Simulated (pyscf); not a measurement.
Routes from NH₃ (SMILES N) + F–SiH₂–Cl (SMILES F[SiH2]Cl)

Candidate steps break at most two bonds and form at most two. Each was searched with GFN2-xTB (tblite) first. Structures and frequencies: ωB97X-D3(BJ)/def2-SVP in PySCF. Energies: ωB97M-D3(BJ)/def2-TZVP, kcal/mol, from the separated reactants, singlet surface; ΔG‡ with ideal gas, 1 atm, RRHO with modes under 100 cm⁻¹ raised to 100, one conformer, R ln 2 for chiral ones without a mode under 150 cm⁻¹.

```json
[
 {"products": "H₂N–SiH₂–F + HCl", "type": "four-centre exchange", "ΔE‡": "10.2", "ΔE": "+7.5", "ΔG‡ 298 K": "19.2", "ΔG‡ 900 K": "40.4", "ν‡ (cm⁻¹)": "526i"},
 {"products": "H₂N–SiH₂–Cl + HF", "type": "four-centre exchange", "ΔE‡": "29.1", "ΔE": "+18.6", "ΔG‡ 298 K": "38.9", "ΔG‡ 900 K": "61.2", "ν‡ (cm⁻¹)": "793i"}
]
```

Row 1: On the reactant side the descent ends in an adduct with a N–Si contact, 0.4 kcal/mol under the separated species and 10.9 kcal/mol under the saddle at ωB97X-D3(BJ)/def2-TZVP. On the product side the descent ends in a complex, 5.6 kcal/mol under the separated species and 7.2 kcal/mol under the saddle at ωB97X-D3(BJ)/def2-TZVP. Row 2: On the reactant side the descent ends in an adduct with a N–Si contact, 4.4 kcal/mol under the separated species and 32.8 kcal/mol under the saddle at ωB97X-D3(BJ)/def2-TZVP. On the product side the descent ends in a complex, 7.0 kcal/mol under the separated species and 17.5 kcal/mol under the saddle at ωB97X-D3(BJ)/def2-TZVP. 

Plain bond fissions and candidates not yet searched are not listed, and one of them may be faster. Each barrier is that of the saddle found; lower ones may exist.
